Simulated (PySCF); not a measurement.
**Magnetisability: SMILES C(#C)C#C, C₄H₂**

Geometry (Å), atoms numbered from 1 in this order:
```xyz
6

C     0.154    1.513    1.134
C     0.029    0.545    0.408
C    -0.111   -0.547   -0.412
C    -0.236   -1.514   -1.137
H     0.264    2.368    1.776
H    -0.346   -2.369   -1.779
```

The calculation used GIAO B3LYP/aug-pcSseg-1 magnetisability, rotational g tensor and spin-rotation constants, non-relativistic, gas phase in PySCF 2.14.0. Geometry: PBE0-D3(BJ)/def2-SVP.

(1) How diamagnetic is it, and how anisotropic?

(2) Split it along the inertial axes a, b, c into diamagnetic and paramagnetic parts about the centre of mass, with the quadrupole moment.

(3) And the rotational g tensor?

Answers

(1) Isotropic -632 × 10⁻³⁰ J/T², or -38.1 × 10⁻⁶ cm³/mol; principal values -733, -582, -582 × 10⁻³⁰ J/T², anisotropy 151 × 10⁻³⁰ J/T² (root of half the summed squared differences of the principal values). The susceptibility is in cgs units.

(2) 
| axis | χ (10⁻⁶ cm³/mol) | diamagnetic (10⁻⁶ cm³/mol) | paramagnetic (10⁻⁶ cm³/mol) | summed x² of all electrons (Å²) | quadrupole Θ (D Å) |
| --- | --- | --- | --- | --- | --- |
| a | -44.1 | -44.1 | 0.0 | 69.3 | +12.81 |
| b | -35.1 | -316.2 | 281.2 | 5.2 | -6.40 |
| c | -35.1 | -316.2 | 281.2 | 5.2 | -6.40 |

Anisotropies 2χaa − χbb − χcc = -18.1 and 2χbb − χaa − χcc = +9.1 × 10⁻⁶ cm³/mol. Θ is traceless in Buckingham's convention.

(3) 
```csv
axis,rotational constant (GHz),g,nuclear part,electronic part
b,4.3558,+0.0046,0.5800,-0.5754
c,4.3558,+0.0046,0.5800,-0.5754
```
Linear; isotopes 12C, 1H; no vibrational averaging.
